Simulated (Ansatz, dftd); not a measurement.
System: CHN, charge 0, singlet. CHN (methanidylidyneazanium, SMILES [C-]#[NH+]).
B3LYP-D3(BJ)/def2-TZVP minimum from Ansatz (a first-principles code):
```xyz
3

C      0.0000     0.0000    -0.7364
N      0.0000     0.0000     0.4276
H      0.0000     0.0000     1.4250
```

Wanted: atomisation energy (electronic, to ground-state atoms), in kJ/mol. Radicals and triplets start from unrestricted determinants; spin-orbit coupling is neglected. Cores are frozen in correlated methods. Rows without X2C or -DK are non-relativistic. CBS(X,Y): correlation extrapolated as X^-3, Hartree-Fock from the larger set (Q,5: extrapolated as (X+1)exp(-9√X)). A bracket is a step between two methods taken in the basis named. Functionals run without relativity, which enters their misses. Double hybrids freeze cores in their MP2 part. 'core' is core correlation in cc-pwCVTZ, 'X2C' scalar relativity in cc-pVTZ-DK, both at CCSD(T). For partners of very few electrons the exact lower level stands in for a higher one.

Compared with CCSD(T)/CBS(cc-pVQZ,cc-pV5Z) + [CCSDT(Q) - CCSD(T)]/cc-pVQZ + [CCSDTQ - CCSDT(Q)]/cc-pVDZ + core + X2C (Ansatz).

Task: Rank these levels by how close they come to it, closest first: CCSD/CBS(cc-pVQZ,cc-pV5Z) (Ansatz); CAM-B3LYP-D3(BJ)/def2-TZVPD (Ansatz + dftd3); PBE-D4/def2-TZVPD (Ansatz + dftd4); PBE0-D3(BJ)/def2-TZVPD (Ansatz + dftd3); B2PLYP-D4/def2-TZVPD (Ansatz + dftd4).

Result: PBE0-D3(BJ)/def2-TZVPD (1244.4 kJ/mol, difference -1.6), B2PLYP-D4/def2-TZVPD (1242.3 kJ/mol, difference -3.7), CAM-B3LYP-D3(BJ)/def2-TZVPD (1253.2 kJ/mol, difference 7.2), CCSD/CBS(cc-pVQZ,cc-pV5Z) (1203.7 kJ/mol, difference -42.3), PBE-D4/def2-TZVPD (1302.3 kJ/mol, difference 56.3)
